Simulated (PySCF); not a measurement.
## A basis-limit estimate, worked out

An elementary step of SiH6S, singlet (SiH₄S ([SiH3][SH]) + H₂ → SiH₄ + H₂S; bonds formed: Si1–H7, S2–H6; bonds broken: Si1–S2, H6–H7). “Start” is the structure reached by relaxing down from the saddle towards the reactants; PBE0-D4/def2-TZVP structures. The saddle:

```
8
angstrom
Si -0.6385 -0.1252 -0.4121
S 0.7246 0.4826 1.6025
H -0.7120 -0.7060 -1.7927
H -1.3951 1.1421 -0.3581
H -1.2239 -1.2261 0.4028
H 1.0311 0.6235 -0.0418
H 0.8334 0.4995 -1.0060
H 1.3806 -0.6903 1.6054
```

Program: PySCF 2.14 with density fitting (its default auxiliary sets; JK sets also for MP2 and CCSD(T)). Basis: def2-TZVPP and def2-QZVPP. Cores are frozen in the correlated methods.

Energies in eV:

| quantity | saddle | start |
| --- | --- | --- |
| Hartree–Fock, triple zeta (X = 3) | -18771.84682 | -18775.06219 |
| Hartree–Fock, quadruple zeta (X = 4) | -18772.42193 | -18775.63656 |
| MP2 correlation, X = 3 | -9.94979 | -9.33024 |
| MP2 correlation, X = 4 | -10.64789 | -10.01104 |
| CCSD(T) correlation, X = 3 | -11.71576 | -11.09467 |

Work out the barrier at the basis limit: extrapolate Hartree–Fock as E(X) = E∞ + A exp(−7.88 √X) and the MP2 correlation as E(X) = E∞ + B X^−2.97 (the exponents that Neese and Valeev fitted for def2-TZVPP and QZVPP), then add CCSD(T) − MP2 in triple zeta.

Each step is linear, so take the differences first (saddle − start): Hartree–Fock 3.21537 (X = 3) and 3.21463 (X = 4); MP2 correlation -0.61955 and -0.63685; CCSD(T) correlation -0.62109.
Two points give E∞ = E(4) + w [E(4) − E(3)], with w = 1/(exp(7.88 (2 − √3)) − 1) = 0.1377 for Hartree–Fock and w = 1/((4/3)^2.97 − 1) = 0.7407 for the correlation.
Hartree–Fock: 3.21463 + 0.1377 × (-0.00074) = 3.2145 eV.
MP2 correlation: -0.63685 + 0.7407 × (-0.01730) = -0.6497 eV.
CCSD(T) − MP2: -0.62109 − (-0.61955) = -0.0015 eV.
Sum: 3.2145 + (-0.6497) + (-0.0015) = 2.5633 eV, or 59.11 kcal/mol. Plain CCSD(T) in triple zeta gives 2.5943 eV, so the larger basis shifts the result by -0.0310 eV.

The T1 diagnostic stays at or below 0.014.

Labels in which every atom is bracketed show which atoms are joined, not bond orders.

For scale, one of the runs: CCSD(T)/def2-TZVPP, 168 basis functions, launched by `OMP_NUM_THREADS=4 python run.py`. The run took 100 s on 4 CPU threads of an Arm Neoverse V2 (shared host), with 1.1 GiB of host memory at its peak.
